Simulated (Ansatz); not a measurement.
Cost and result up the ladder for Mg₂Si (3 atoms). Charge 0, multiplicity 1. Geometry: B3LYP-D4/def2-TZVP.

```xyz
3

Mg   -0.018    1.418    0.936
Mg    0.460   -0.410   -1.583
Si   -0.443   -1.008    0.648
```

Ansatz on 4 threads of Arm Neoverse V1 on a shared host. Times are rough, and most runs start from the orbitals of an earlier one. No level here is sound enough to serve as a yardstick. Binding counts from free atoms at the same level (Mg singlet, Si triplet; other spins of the atoms weren't run), without zero-point energy or a counterpoise term.

B3LYP takes the VWN-RPA correlation. Correlated methods freeze 7 core orbitals; core or outer-core shells of Mg are correlated, in sets that lack core-valence functions. Another isomer (triplet) lies 0.20 eV lower at PBE0-D4/def2-TZVP; other spin states weren't run for this one.

Run but left out: BHLYP-D4/def2-TZVP (restricted singlet, unstable in another Hartree–Fock run and untested here).

Correlated methods converge slowly with the basis.

```csv
level,functions,wall time,binding energy per atom (eV),remarks
PBE0-D4/def2-TZVP,101,0.75 s,0.64,restricted SCF unstable in HF
PBE-D4/def2-TZVP (with forces),101,0.75 s,0.74,restricted SCF unstable in HF
B3LYP-D4/def2-TZVP,101,0.95 s,0.52,restricted SCF unstable in HF
r2SCAN-D4/def2-TZVP,101,1.6 s,0.72,restricted SCF unstable in HF
CCSD(T)/def2-TZVPP,106,9 s,0.55,restricted SCF unstable
```
